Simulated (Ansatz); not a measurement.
**SiNH₅ (singlet): from Hartree-Fock to the top rungs at twist about Si1–N2 = 44.8°, cc-pVDZ**

Aim: climb from Hartree-Fock through coupled cluster and multireference methods for SiNH₅ (singlet) at one geometry and basis, and see what each rung misses.

Program: Ansatz 0.2.0, Gaussian basis. Level of theory: cc-pVDZ, core rule «outside noble gas», up to 6 orbitals frozen. These are calculated values, not measurements.

The runs, in order: UHF; CCSD(T) on RHF; BCCD(T) on RHF; CISD; CCSDT(Q) on RHF; CASSCF and NEVPT2, 2 electrons in 2 orbitals; CASSCF and NEVPT2, 8 electrons in 8 orbitals.

16 further runs of the same task are left out: 13 that didn't finish, 3 set aside as unsound or not needed.

## (1) The geometry

The geometry derives from a PBE0/def2-TZVP stationary point (not a proven minimum). One half is turned about the bond named; the halves are rigid.

7 atoms, charge 0, spin multiplicity 1.

Atoms are counted from 1 here; the program's logs count them from 0.

Bond lengths: Si1–N2 1.720 Å, Si1–H3 1.486 Å, Si1–H4 1.486 Å, Si1–H5 1.494 Å, N2–H6 1.007 Å, N2–H7 1.007 Å. Angles: N2–Si1–H3 107.9°, N2–Si1–H4 107.9°, N2–Si1–H5 116.0°, H3–Si1–H4 110.5°, H3–Si1–H5 107.3°, H4–Si1–H5 107.3°, Si1–N2–H6 119.6°, Si1–N2–H7 119.6°, H6–N2–H7 110.6°.

As a file:

```xyz
7
charge 0, multiplicity 1
Si   -0.0149   -0.0086    0.5725
N     0.0503   -0.0086   -1.1467
H     0.6807   -1.2292    1.0557
H     0.6807    1.2121    1.0557
H    -1.3821   -0.0086    1.1751
H    -0.7154   -0.3962   -1.6740
H     0.4511    0.7793   -1.6297
```

## (2) UHF

in.yaml

```yaml
crystal:
  periodic: [false, false, false]
  atoms:
    - {symbol: Si, position_ang: [-0.014872, -0.008559, 0.572474]}
    - {symbol: N, position_ang: [0.050324, -0.008559, -1.146660]}
    - {symbol: H, position_ang: [0.680748, -1.229244, 1.055694]}
    - {symbol: H, position_ang: [0.680746, 1.212126, 1.055694]}
    - {symbol: H, position_ang: [-1.382054, -0.008560, 1.175115]}
    - {symbol: H, position_ang: [-0.715418, -0.396199, -1.673956]}
    - {symbol: H, position_ang: [0.451067, 0.779304, -1.629718]}
basis:
  gaussian: {orbitals: cc-pVDZ}
magnetization: {spin_polarized: true, initial_magnetization: 0}
hamiltonian: {xc: hf}
output: {orbitals: {seedname: orbitals}}
```

Command:

```
ansatz run in.yaml --threads 1 --pin off --events-out ev --progress --plain --max-ram 2393MiB
```

Further steps of the session: CCSD(T) on RHF; BCCD(T) on RHF; CISD; CCSDT(Q) on RHF; CASSCF and NEVPT2, 2 electrons in 2 orbitals; CASSCF and NEVPT2, 8 electrons in 8 orbitals.

Before running them: what should the planned runs give, taken together? Wanted: RCCSDT(Q) below the RHF energy; RMP2 from RCCSDT(Q); RCCSD from RCCSDT(Q); RCCSD(T) from RCCSDT(Q); NEVPT2 pair from RCCSDT(Q); NEVPT2 frontier from RCCSDT(Q); T1 diagnostic.

As calculated:

```
                         quantity                      value
   RCCSDT(Q) below the RHF energy                 -8.8385 eV
              RMP2 from RCCSDT(Q)              +112.7 kJ/mol
             RCCSD from RCCSDT(Q)               +20.9 kJ/mol
          RCCSD(T) from RCCSDT(Q)                +3.2 kJ/mol
       NEVPT2 pair from RCCSDT(Q)              +115.3 kJ/mol
   NEVPT2 frontier from RCCSDT(Q)              +133.1 kJ/mol
levels within 1 kcal/mol (43 meV)  RCCSD(T), BCCD(T), RCCSDT
                    T1 diagnostic                      0.010
```

In words: RCCSD(T) lands +3.2 kJ/mol from the yardstick (0.4 % of the correlation energy). Of the multireference levels listed NEVPT2 pair comes nearest in total energy (+115.3 kJ/mol), which doesn't show that its space is the better one. These misses are within one basis, not against nature.
